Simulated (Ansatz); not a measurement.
```yaml
crystal:
  periodic: [false, false, false]
  atoms:
    - {symbol: V, position_ang: [-0.859183, 0.000388, -0.000965]}
    - {symbol: Si, position_ang: [1.386859, -0.000626, 0.001558]}
    - {symbol: H, position_ang: [2.390264, 1.131526, 0.000208]}
    - {symbol: H, position_ang: [2.389235, -1.133685, 0.005162]}
basis:
  gaussian: {orbitals: def2-TZVP}
magnetization: {spin_polarized: true, initial_magnetization: 3}
hamiltonian: {xc: pbe0}
relax: {f_tol: 0.004, max_steps: 80}
```

```sh
$ ansatz run in.yaml --threads 1 --pin off --events-out ev --progress --plain --max-ram 2176MiB
```

Steps of the relaxation (energy above the last step; positions in Å, forces in eV/Å):

```
4
step 1, 155.0 meV
V    -0.859    0.000   -0.001   -1.518    0.001   -0.002
Si    1.387   -0.001    0.002    2.228   -0.001    0.003
H     2.390    1.132    0.000   -0.355    0.100   -0.001
H     2.389   -1.134    0.005   -0.355   -0.100    0.000
```

```
4
step 2, 25.0 meV
V    -0.872    0.000   -0.001   -0.545    0.000   -0.001
Si    1.471   -0.001    0.002    0.668    0.000    0.001
H     2.355    1.227    0.000   -0.062   -0.278    0.001
H     2.354   -1.229    0.005   -0.062    0.278   -0.001
```

```
4
step 3, 0.5 meV
V    -0.930    0.000   -0.001   -0.016    0.000    0.000
Si    1.476   -0.001    0.002    0.130    0.000    0.000
H     2.381    1.198    0.000   -0.057   -0.067    0.000
H     2.380   -1.200    0.005   -0.057    0.067    0.000
```

```
4
step 5, 0.0 meV
V    -0.929    0.000   -0.001    0.000    0.000    0.000
Si    1.479   -0.001    0.002    0.000    0.000    0.000
H     2.379    1.196    0.000    0.000    0.000    0.000
H     2.378   -1.198    0.005    0.000    0.000    0.000
```

Close pairs at the end: Si2–H3 1.497 Å, Si2–H4 1.497 Å, V1–Si2 2.408 Å.

A stationary point of unrestricted PBE0 after 5 steps, with ⟨S²⟩ = 4.593 against 3.75 for a pure state; no frequencies were run, so it isn't proven a minimum. 4.3 min on 1 thread of Arm Neoverse N1, shared host.
